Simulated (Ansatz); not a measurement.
**Energy profile**

The step: CH₃F ([CH3][F]) + HS → CH₂F ([CH2][F]) + H₂S; bonds formed: H1–S4; bonds broken: H1–C2 (atoms numbered as in the saddle structure below).

```json
{"atom": "H1", "x (Å)": "-0.5819", "y (Å)": "0.3437", "z (Å)": "0.0297"}
{"atom": "C2", "x (Å)": "0.4030", "y (Å)": "-0.8315", "z (Å)": "0.3651"}
{"atom": "F3", "x (Å)": "1.5332", "y (Å)": "-0.5573", "z (Å)": "-0.2871"}
{"atom": "S4", "x (Å)": "-1.3677", "y (Å)": "1.4976", "z (Å)": "-0.3814"}
{"atom": "H5", "x (Å)": "-0.1381", "y (Å)": "-1.6773", "z (Å)": "-0.0505"}
{"atom": "H6", "x (Å)": "0.4919", "y (Å)": "-0.7225", "z (Å)": "1.4427"}
{"atom": "H7", "x (Å)": "-0.3403", "y (Å)": "1.9474", "z (Å)": "-1.1185"}
```

Electronic energies by CCSD(T) at an estimated basis limit (MP2 extrapolated from triple and quadruple zeta, plus CCSD(T) − MP2 in triple zeta), on PBE0-D4/def2-TZVP structures; CH4FS, doublet; no counterpoise correction; spin–orbit coupling, which lowers free halogen atoms and radicals such as OH and SH, is left out. Program: Ansatz 0.2.0. Basis: def2-TZVPP and def2-QZVPP. Cores are frozen in the correlated methods; orbitals are unrestricted. Extrapolation: Hartree–Fock as exp(−7.88 √X), correlation as X^−2.97.

(1) Give the profile in eV, counted from the separated reactants. (An estimate is asked for; the value comes from the calculation.)

The T1 diagnostic stays at or below 0.016. ⟨S²⟩ of the unrestricted Hartree–Fock references: 0.76 to 0.79 (a pure state has 0.75).

Results:

(1) Computed:
```csv
point,eV
"separated: CH3F (linked as [CH3][F]; H1, C2, F3, H5, H6; singlet) + HS (S4, H7; doublet)",0.000
start structure,-0.101
saddle,0.754
end structure,0.506
"separated: H2S (H1, S4, H7; singlet) + CH2F (linked as [CH2][F]; C2, F3, H5, H6; doublet)",0.559
```

For scale, one of the runs: CCSD(T)/def2-TZVPP, 160 basis functions, launched by `ansatz run in.yaml --threads 4 --pin off --events-out ev --progress --plain --max-ram 9574MiB`. Hardware: 4 CPU threads of an AMD EPYC 9R45, shared host. Wall time 18 s; peak host memory 2.9 GiB.
